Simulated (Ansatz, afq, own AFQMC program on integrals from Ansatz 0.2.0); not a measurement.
## H₂Cl, doublet: AFQMC among the cluster methods

| atom | x (Å) | y (Å) | z (Å) |
| --- | --- | --- | --- |
| H | 0.0000 | 0.0000 | -1.0820 |
| H | 0.0000 | 0.0000 | -0.2470 |
| Cl | 0.0000 | 0.0000 | 1.3290 |

Basis cc-pVTZ. Only valence electrons are correlated. Integrals, coupled cluster, full CI and functionals: Ansatz 0.2.0; the random walks run on the same integrals in our own AFQMC program. The CISD trial takes its coefficients from CCSD amplitudes. Released means that phaseless walkers are propagated on without the constraint, phases kept. Uncertainties: one standard error, sampling alone.

Determinant: UHF, the one that the program's search chose, which needn't be the lowest solution. The geometry is a point of a scan.

No full CI on the walks' own integrals is used here; CCSDT(Q) serves as the reference and is uncertain by about the last step of the cluster series.

- T1 diagnostic: 0.0146
- weight of the determinant in the CISD state: 0.906
- ⟨S²⟩ of the determinant: 0.787
- size of the correlated space: 9 electrons in 57 orbitals

Reference: CCSDT(Q), correlation energy -6.628 eV. The released energy is read at 2.40 1/Eh (meV from the phaseless value at times in 1/Eh: -2 ± 3 at 0.24, -8.2 ± 1.8 at 0.51, -12 ± 3 at 0.99, -14.1 ± 2.3 at 1.62, -11 ± 3 at 2.40).

```tsv
level	E − E(reference) (kJ/mol)	share of correlation (%)
HF	639.6	0.00
MP2	97.5	84.76
CCSD	23.2	96.38
CCSD(T)	2.7	99.57
CCSDT	0.8	99.88
ph-AFQMC/CISD	1.2 ± 0.3	99.81
released AFQMC	0.2 ± 0.3	99.97
```

A walk keeps the symmetry of its determinant, which the program's search chose and which needn't be the lowest solution, so a lower state of the same spin and another symmetry isn't excluded. Released energies are given only where the last usable release times agree within the noise; a slower fall can still hide under it.
